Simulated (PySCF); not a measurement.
Geometry (Å), atoms numbered from 1 in this order:
```xyz
11

O     1.982   -0.328   -0.912
C     1.523   -0.033    0.136
F     2.368    0.203    1.190
C     0.129    0.139    0.541
C    -0.899   -0.756   -0.120
C    -0.834    0.674   -0.498
H    -0.010    0.418    1.576
H    -1.713   -1.105    0.497
H    -0.525   -1.484   -0.824
H    -1.601    1.348   -0.151
H    -0.416    0.926   -1.461
```

[PySCF 2.14.0 with density-fitted response routines: J: B3LYP/pcJ-1 (spin–dipole term only in couplings to heteroatoms); GFN2-xTB structure; shieldings: GIAO PBE0/pcSseg-1; averaged over atoms made equivalent by symmetry, fast rotation or ring inversion; no solvent; relativity neglected; single conformer]

Predict the 2D correlation tables (HSQC, COSY, HMBC).

Answers



HSQC (one-bond C–H):
```csv
δH,δC,"¹J(C,H) (Hz)"
1.65 (H7),12.6 (C4),179
1.18 (H9/H11),14.2 (C5/C6),174
1.12 (H8/H10),14.2 (C5/C6),171
```

COSY cross peaks (|J| ≥ 2 Hz):
```csv
δH,δH,abs. J (Hz),bonds
1.65 (H7),1.18 (H9/H11),5.1,3
1.65 (H7),1.12 (H8/H10),9.0,3
1.18 (H9/H11),1.12 (H8/H10),8.1,3
```

HMBC (two and three bonds, |J| ≥ 2.5 Hz):
```csv
δH,δC [abs. J in Hz]
1.65 (H7),175.7 (C2) [2.9]
1.18 (H9/H11),175.7 (C2) [6.4]
1.12 (H8/H10),175.7 (C2) [3.7]
```

References, each an isolated molecule treated in the same way: ¹H (31.72 ppm) and ¹³C (186.93 ppm) vs TMS.

Common functionals overestimate the size of one-bond C–F couplings by tens of Hz; these are unscaled. Unscaled 3J(H,H) at this level run about 10 % above measured values. Shifts are as computed. Against solution values, carbons near 30 ppm lie about +3 ppm off and those near 130 ppm about +5 ppm. Of 1211 compounds with measured shifts, 218 miss one by over three times the rms of a fit or turn the order of signals round; such compounds aren't used in these exercises. 3J across rotatable bonds or in flexible rings reflects this conformer alone.
